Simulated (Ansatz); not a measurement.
The same path of ClH3Si + H3N (9 atoms, charge 0, multiplicity 1) was run twice with different band settings. Lost on the way: Si1–Cl2, N6–H9. Made: Si1–N6, Cl2–H9.

Level of theory: RHF/def2-SVP (Ansatz).

Relaxed end points:

```xyz
9
Properties=species:S:1:pos:R:3
Si 0.509 0.035 -0.063
Cl 0.743 -0.026 2.008
H 1.877 0.052 -0.625
H -0.181 1.274 -0.451
H -0.181 -1.178 -0.524
N -2.587 -0.027 1.035
H -3.334 -0.577 0.646
H -2.961 0.886 1.232
H -2.335 -0.439 1.917
```

```xyz
9
Properties=species:S:1:pos:R:3
Si -0.434 0.035 -0.527
Cl -0.516 0.326 3.742
H 0.614 -0.955 -0.202
H 0.074 1.414 -0.376
H -0.836 -0.161 -1.943
N -1.740 -0.179 0.616
H -2.127 -1.101 0.708
H -2.489 0.490 0.592
H -0.997 0.132 2.566
```

Common settings: movable images 7; climbing image yes; spring 5.0 eV/Å²; optimiser quadratic models (default); start path through a guess of the saddle point; iteration limit 60; end points relaxed.

| run | force threshold |
| --- | --- |
| 1 | 0.05 eV/Å |
| 2 | 0.5 eV/Å |

What does each run give, and how far can it be trusted?

Run 1: converged after 48 iterations, highest image 1.001 eV above the first end. The profile has 2 maxima (images 2, 5) with wells between them (image 3): this band takes more than one step, which may be the mechanism or a detour left from its start path. A vibrational analysis at the climbing image gives one clearly imaginary mode, 108i cm⁻¹: a first-order saddle point.
Run 2: converged after 10 iterations, highest image 1.163 eV above the first end. The threshold of 0.5 eV/Å is loose, so the images may lie well off the minimum-energy path. The order of the point at the top wasn't checked.
The orbitals stay closed-shell, which can raise the energy where a bond breaks towards radicals; this wasn't checked here.
